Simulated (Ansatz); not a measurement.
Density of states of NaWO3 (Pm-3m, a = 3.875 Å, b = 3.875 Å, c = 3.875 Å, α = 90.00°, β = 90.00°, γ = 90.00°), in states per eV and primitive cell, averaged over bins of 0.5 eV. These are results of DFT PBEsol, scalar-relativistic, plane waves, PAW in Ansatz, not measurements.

Settings: cutoff 420 eV, Γ-centred mesh 10×10×10 on the computed 5-atom cell, Gaussian smearing of 0.10 eV; no spin polarisation.

The cell is relaxed at this level. The states (both spins) are summed by tetrahedra on a 15×15×15 mesh at the self-consistent density. Energies are bin centres; the table starts no lower than −8 eV and ends at 6 eV, or lower where the solved bands end.

It is a metal at this level.

| E − E_F (eV) | total | O 2p | W 5d | Na 3s | O 2s |
| --- | --- | --- | --- | --- | --- |
| -7.80 | 2.67 | 1.77 | 0.78 | 0.03 | 0.03 |
| -7.30 | 2.99 | 2.07 | 0.77 | 0.03 | 0.04 |
| -6.80 | 3.08 | 2.21 | 0.73 | 0.03 | 0.04 |
| -6.30 | 4.05 | 2.99 | 0.93 | 0.02 | 0.03 |
| -5.80 | 2.70 | 2.18 | 0.41 | 0.00 | 0.03 |
| -5.30 | 1.85 | 1.54 | 0.21 | 0.02 | 0.02 |
| -4.80 | 2.81 | 2.49 | 0.17 | 0.05 | 0.03 |
| -4.30 | 4.10 | 3.78 | 0.19 | 0.03 | 0.03 |
| -3.80 | 4.15 | 4.01 | 0.07 | 0.01 | 0.02 |
| -3.30 | 2.35 | 2.32 | 0.01 | 0.00 | 0.00 |
| -2.80 | 0.73 | 0.72 | 0.00 | 0.00 | 0.00 |
| -2.30 | 0.00 | 0.00 | 0.00 | 0.00 | 0.00 |
| -1.80 | 0.00 | 0.00 | 0.00 | 0.00 | 0.00 |
| -1.30 | 0.34 | 0.02 | 0.31 | 0.00 | 0.00 |
| -0.80 | 0.64 | 0.09 | 0.54 | 0.00 | 0.00 |
| -0.30 | 0.83 | 0.17 | 0.64 | 0.00 | 0.00 |
| 0.20 | 1.03 | 0.25 | 0.75 | 0.01 | 0.00 |
| 0.70 | 1.34 | 0.37 | 0.92 | 0.02 | 0.00 |
| 1.20 | 1.88 | 0.56 | 1.24 | 0.03 | 0.01 |
| 1.70 | 3.10 | 0.99 | 1.96 | 0.06 | 0.01 |
| 2.20 | 1.62 | 0.50 | 0.97 | 0.06 | 0.01 |
| 2.70 | 1.21 | 0.35 | 0.65 | 0.10 | 0.03 |
| 3.20 | 0.38 | 0.06 | 0.12 | 0.11 | 0.06 |
| 3.70 | 0.87 | 0.05 | 0.41 | 0.15 | 0.18 |
| 4.20 | 1.17 | 0.10 | 0.54 | 0.20 | 0.23 |
| 4.70 | 1.34 | 0.15 | 0.57 | 0.26 | 0.23 |
| 5.20 | 1.46 | 0.19 | 0.42 | 0.53 | 0.17 |
| 5.70 | 2.01 | 0.26 | 0.39 | 1.07 | 0.13 |

The columns after the total are the main Löwdin projections on the occupied valence shells of the potentials; 3 others are left out. The rest of the total lies in those, in shells that are empty in the free atom, which aren't projected, and between the atoms.

Spin-orbit coupling is left out, which matters for the bands of heavy elements. Spin polarisation was left out, and a magnetic state may lie lower.

Symmetry holds off the tilts and polar distortions that many cubic perovskites undergo.

Cost: 1 run of about 0.99 core-minutes, on Arm Neoverse V2 (shared hosts).